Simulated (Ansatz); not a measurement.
# CH₅BSi: one structure at several levels

The task here is to estimate one member of a computed series from the others.

Program: Ansatz 0.2.0, Gaussian basis. Level of theory: single points in def2-TZVPP. These are calculated values, not measurements.

Correlated methods freeze the cores.

### The system as given

SMILES `B=[SiH]C`, 8 atoms, charge 0, spin multiplicity 1.

Atoms are counted from 1 here; the program's logs count them from 0.

Bond lengths: B1–Si2 1.672 Å, B1–H4 1.291 Å, Si2–C3 1.959 Å, C3–H6 1.176 Å, C3–H7 1.157 Å, C3–H8 1.152 Å. Angles: Si2–B1–H4 151.0°, B1–Si2–C3 123.8°, Si2–C3–H6 126.0°, Si2–C3–H7 103.1°, Si2–C3–H8 101.1°, H6–C3–H7 104.2°, H6–C3–H8 121.3°, H7–C3–H8 95.7°.

Coordinates:

```
B    -1.6933    0.6185   -0.9127
Si   -0.0558    0.5471   -0.5834
C     0.7289   -0.5934    0.8027
H    -2.6814    0.5652   -1.7419
H     1.0760    1.8905   -0.3418
H     1.1790   -0.2279    1.8262
H     1.6235   -1.0871    0.2599
H     0.0388   -1.5147    0.7475
```

The first run:

Input file run/in.yaml:

```yaml
crystal:
  periodic: [false, false, false]
  atoms:
    - {symbol: B, position_ang: [-1.693300, 0.618500, -0.912700]}
    - {symbol: Si, position_ang: [-0.055800, 0.547100, -0.583400]}
    - {symbol: C, position_ang: [0.728900, -0.593400, 0.802700]}
    - {symbol: H, position_ang: [-2.681400, 0.565200, -1.741900]}
    - {symbol: H, position_ang: [1.076000, 1.890500, -0.341800]}
    - {symbol: H, position_ang: [1.179000, -0.227900, 1.826200]}
    - {symbol: H, position_ang: [1.623500, -1.087100, 0.259900]}
    - {symbol: H, position_ang: [0.038800, -1.514700, 0.747500]}
basis:
  gaussian: {orbitals: def2-TZVPP}
correlation: {method: ccsd_t}
output: {forces: true}
```

No record of the launch command was kept for these runs.

Among the steps run: CCSD(T)/def2-TZVPP; PBE0-D4/def2-TZVPP; wB97M-V/def2-TZVPP; r2SCAN-D4/def2-TZVPP; PBE-D4/def2-TZVPP; SPW92/def2-TZVPP; HSE06-D4/def2-TZVPP.

One table of the session follows, with a row left open; its other results are not shown here.

```
   method  RMS force component (eV/Å)  angle to CCSD(T) forces (°)  dipole (D)
  CCSD(T)                       2.838                    reference        0.88
  PBE0-D4                           ?                            ?           ?
  wB97M-V                       2.753                          3.1        1.01
r2SCAN-D4                       2.726                          1.3        1.07
   PBE-D4                       2.608                          0.9        1.09
    SPW92                       2.495                          2.0        1.14
 HSE06-D4                       2.739                          1.8        1.02
```

**Question.** Estimate the row for PBE0-D4.

The run gave: RMS force component (eV/Å): 2.738; angle to CCSD(T) forces (°): 1.9; dipole (D): 1.02. In the column «RMS force component (eV/Å)» it lies between r2SCAN-D4 (2.726) and HSE06-D4 (2.739).
